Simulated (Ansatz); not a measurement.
Which method gave which barrier?

Saddle point of CH7NSi, singlet (CH₇NSi ([CH3][NH][SiH3]) → CH₅N ([CH3][NH2]) + SiH₂ (still joined by a long Si–N bond); bonds formed: N2–H4; bonds broken: Si1–H4; bonds weakened to dative contacts: Si1–N2), PBE0-D4/def2-TZVP structure:

```xyz
10
angstrom
Si -1.0083 1.2496 0.1402
N 0.3116 0.0926 -0.5381
C 0.4555 -1.1838 0.1227
H -0.9668 0.1798 -1.0598
H -0.4684 2.5867 -0.2594
H -0.8934 1.2059 1.6393
H 1.1594 0.4498 -0.9607
H 0.9394 -1.9221 -0.5211
H 1.0161 -1.1027 1.0616
H -0.5452 -1.5557 0.3754
```

Program: Ansatz 0.2.0. Basis: def2-TZVPP, with def2-QZVPP for the basis limit. Cores are frozen in the correlated methods. B3LYP uses VWN-RPA correlation. Extrapolation: Hartree–Fock as exp(−7.88 √X), correlation as X^−2.97. Four methods, as single points on the PBE0-D4 structures, gave these electronic barriers from the start structure: 57.11, 69.43, 71.44, 89.34 kcal/mol.

Question: The methods were, in alphabetical order, B3LYP-D4, CCSD(T), HF, SPW92. Which gave which? (A judgement: the text doesn't fix the answer.)

Answer: The calculation gives: SPW92 57.11; B3LYP-D4 69.43; CCSD(T) 71.44; HF 89.34 kcal/mol. For comparison, CCSD(T) at an estimated basis limit (MP2 extrapolated from triple and quadruple zeta, plus CCSD(T) − MP2 in triple zeta) gives 71.47 kcal/mol.

The T1 diagnostic stays at or below 0.013. The restricted Hartree–Fock reference is unstable towards an unrestricted one at one or more of these structures.

Losses and insertions of silylenes and their heavier kin drive the gas-phase chemistry of silicon and germanium vapour deposition.

Labels in which every atom is bracketed show which atoms are joined, not bond orders.

For scale, one of the runs: CCSD(T)/def2-TZVPP, 202 basis functions, launched by `ansatz run in.yaml --threads 2 --pin off --events-out ev --progress --plain --max-ram 4352MiB`. Hardware: 2 CPU threads of an Arm Neoverse V1, shared host. Wall time 52 s; peak host memory 2.5 GiB.
